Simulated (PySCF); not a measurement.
**How far are cheaper levels from CCSD(T)/CBS for SiN⁺?**

PySCF; the state is a triplet (π ↑↑). The composite is CCSD(T) extrapolated to the basis-set limit from two correlation-consistent sets, with core-valence (CV) and scalar-relativistic (SR) terms as its label shows; it has no spin–orbit coupling and nothing beyond (T). Here it is CCSD(T)/CBS(TQ)+CV+SR. It gives Re = 1.778 Å, ωe = 794 cm⁻¹ and De = 2.55 eV to Si⁺ + N.

| level | basis | relativity | Re (Å) | ωe (cm⁻¹) | De (eV) |
| --- | --- | --- | --- | --- | --- |
| UHF | def2-SVP | no relativity | 1.773 | 829 | 0.64 |
| UHF | 6-311G(d,p) | no relativity | 1.764 | 829 | 0.63 |
| UHF-MP2 | def2-SVP | no relativity | 1.789 | 813 | 1.79 |
| UHF-MP2 | def2-TZVPPD | no relativity | 1.778 | 823 | 2.27 |
| UHF-SCS-MP2 | def2-SVP | no relativity | 1.793 | 797 | 1.78 |
| UHF-CCSD | 6-311G(d,p) | no relativity | 1.789 | 780 | 1.82 |
| revPBE | def2-SVP | no relativity | 1.837 | 728 | 2.76 |
| revPBE | def2-TZVPPD | no relativity | 1.821 | 736 | 2.89 |
| r²SCAN | 6-311G(d,p) | no relativity | 1.803 | 756 | 2.44 |
| PBE0 | def2-TZVP | no relativity | 1.785 | 800 | 2.72 |

Question: Give the difference of each row from the composite.

Answer: 

```tsv
level	basis	ΔRe (pm)	Δωe (%)	ΔDe (eV)
UHF	def2-SVP	-0.5	+4.4	-1.91
UHF	6-311G(d,p)	-1.4	+4.4	-1.92
UHF-MP2	def2-SVP	+1.1	+2.4	-0.76
UHF-MP2	def2-TZVPPD	+0.0	+3.7	-0.28
UHF-SCS-MP2	def2-SVP	+1.5	+0.4	-0.77
UHF-CCSD	6-311G(d,p)	+1.1	-1.8	-0.73
revPBE	def2-SVP	+5.9	-8.3	+0.21
revPBE	def2-TZVPPD	+4.3	-7.3	+0.34
r²SCAN	6-311G(d,p)	+2.5	-4.8	-0.11
PBE0	def2-TZVP	+0.7	+0.8	+0.17
```

Question: Which rows come closest in De?

Answer: r²SCAN in 6-311G(d,p) (-0.11 eV), counted from the composite.

Correlated steps freeze 6 core orbitals. Correlated levels converge slowly with the basis: in double zeta they bind strong bonds too weakly, by up to about 1 eV, and carry superposition errors of some tenths. For an ion De counts to the pair picked by the measured ionisation energies or electron affinities, which need not be the lowest pair at this level. The state was picked by a PBE0 search and need not be the measured ground state.
